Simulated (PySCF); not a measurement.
## How methods differ on the ionisation energy of Cl

Cl [Ne] 3s2 3p5 (2P) → Cl+ [Ne] 3s2 3p4 (3P), as a difference of total energies. Calculation: PySCF 2.14, in def2-TZVP; no relativity, point nucleus. Correlated levels: valence: [Ne] frozen. The calculations carry no spin-orbit coupling.

```
        method  ionisation energy (eV)
           UHF                  11.773
        r2SCAN                  13.019
          BP86                  13.101
 MP2 (valence)                  12.711
CCSD (valence)                  12.671
```

Q: Estimate what SCS-MP2 (valence) gives.

A: 12.707 eV, closest to MP2 (valence) among the rows shown.

Q: Estimate what CCSD(T) (valence) gives.

A: 12.708 eV, closest to MP2 (valence) among the rows shown.

Errors of the correlated levels include the incompleteness of this basis and the frozen core.

For comparison: 12.974 eV (measured; NIST levels, between the centres of gravity of the two terms).
